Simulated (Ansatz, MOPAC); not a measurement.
System: C₂H₄NO (charge 0, doublet). SMILES: [CH2]C(N)=O

Atoms: O1, C2, N3, C4, H5, H6, H7, H8. Bonds: O1-C2, C2-N3, C2-C4, N3-H5, N3-H8, C4-H6, C4-H7.

Bond lengths (Å) and angles (degrees) optimised at PM3 with MOPAC; HF/STO-3G with Ansatz (a program for electronic structure); MP2/6-31G* with Ansatz, each started from the B3LYP-D3(BJ)/def2-TZVP structure (Ansatz) of the last column. A row stands for all coordinates that are equal there; 12 of 16 kinds are shown. 6-31G* holds six Cartesian d functions. No wavenumbers were computed at HF/STO-3G, MP2/6-31G*, so these may be saddle points.

```
coordinate    PM3  HF/STO-3G  MP2/6-31G*  B3LYP-D3(BJ)/def2-TZVP
----------  -----  ---------  ----------  ----------------------
O1-C2       1.230      1.331       1.227                   1.226
C2-N3       1.406      1.457       1.366                   1.373
C2-C4       1.460      1.415       1.477                   1.452
N3-H5       0.991      1.030       1.009                   1.004
N3-H8       0.992      1.030       1.011                   1.006
C4-H6       1.084      1.081       1.083                   1.082
C4-H7       1.084      1.081       1.080                   1.079
O1-C2-N3    117.1      117.7       122.6                   121.8
O1-C2-C4    124.3      122.0       122.8                   122.0
N3-C2-C4    118.6      120.2       114.5                   116.2
C2-N3-H5    118.4      110.1       122.6                   121.9
C2-N3-H8    119.0      108.7       117.0                   117.6
```

Mean signed difference of all 7 bond lengths from B3LYP-D3(BJ)/def2-TZVP: PM3 0.004 Å, HF/STO-3G 0.029 Å, MP2/6-31G* 0.005 Å.
